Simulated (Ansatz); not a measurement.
Basis-set extrapolation for `CC(C)C(C)O` (PBE0-D4/def2-TZVP geometry, frozen core, the Gaussian-basis code of Ansatz). Multiplicity 1, RHF reference.

|  | def2-TZVPP | def2-QZVPP |
| --- | --- | --- |
| HF | -271.296746 | -271.309642 |
| MP2 correlation | -1.127974 | -1.202610 |
| CCSD(T) correlation | -1.231573 | not run |

Energies in hartree. Use E(X) = E(∞) + A·exp(−7.88·√X) for Hartree–Fock and E(X) = E(∞) + B·X^(−2.97) for correlation, with X = 3 and 4, and add CCSD(T) minus MP2 of the smaller set to the MP2 limit.

**Question.** What is the CCSD(T) energy at the basis-set limit?

**Answer.** HF limit: -271.309642 + (-0.012896) × 0.13774 = -271.31142. MP2 limit: -1.202610 + (-0.074636) × 0.74074 = -1.25790. Higher-order term: -1.231573 − (-1.127974) = -0.10360. Total: -272.67292 hartree, 379.6 kJ/mol below CCSD(T)/def2-TZVPP.
